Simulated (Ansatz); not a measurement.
```yaml
crystal:
  periodic: [false, false, false]
  atoms:
    - {symbol: Al, position_ang: [-1.059891, -0.682500, -0.005943]}
    - {symbol: Si, position_ang: [-0.222430, 1.586294, 0.013109]}
    - {symbol: S, position_ang: [1.086685, -0.815125, -0.006482]}
basis:
  gaussian: {orbitals: def2-TZVP}
magnetization: {spin_polarized: true, initial_magnetization: 3}
hamiltonian: {xc: pbe0}
relax: {f_tol: 0.004, max_steps: 80}
```

```sh
$ ansatz run in.yaml --threads 1 --pin off --events-out ev --progress --plain --max-ram 2176MiB
```

Steps of the relaxation (energy above the last step; positions in Å, forces in eV/Å):

```
3
step 1, 596.9 meV
Al   -1.060   -0.682   -0.006   -0.125   -0.637   -0.005
Si   -0.222    1.586    0.013    1.028   -0.828   -0.007
S     1.087   -0.815   -0.006   -0.903    1.465    0.012
```

```
3
step 2, 94.9 meV
Al   -1.123   -0.749   -0.007   -0.291    0.087    0.001
Si   -0.093    1.469    0.012    0.344   -0.848   -0.007
S     1.021   -0.631   -0.005   -0.053    0.761    0.006
```

```
3
step 3, 124.0 meV
Al   -1.175   -0.763   -0.007   -0.335    0.401    0.003
Si   -0.012    1.342    0.011   -1.116    1.079    0.009
S     0.992   -0.490   -0.004    1.451   -1.480   -0.012
```

```
3
step 6, 0.1 meV
Al   -1.173   -0.724   -0.006    0.053    0.014    0.000
Si   -0.067    1.364    0.011    0.003   -0.026    0.000
S     1.045   -0.551   -0.004   -0.056    0.012    0.000
```

```
3
step 7, 0.0 meV
Al   -1.171   -0.724   -0.006    0.000    0.001    0.000
Si   -0.067    1.364    0.011   -0.001    0.000    0.000
S     1.042   -0.551   -0.004    0.001   -0.001    0.000
```

Close pairs at the end: Si2–S3 2.213 Å, Al1–S3 2.219 Å, Al1–Si2 2.362 Å.

A stationary point of unrestricted PBE0 after 7 steps, with ⟨S²⟩ = 3.761 against 3.75 for a pure state; no frequencies were run, so it isn't proven a minimum. 48 s on 1 thread of Arm Neoverse V1, shared host.
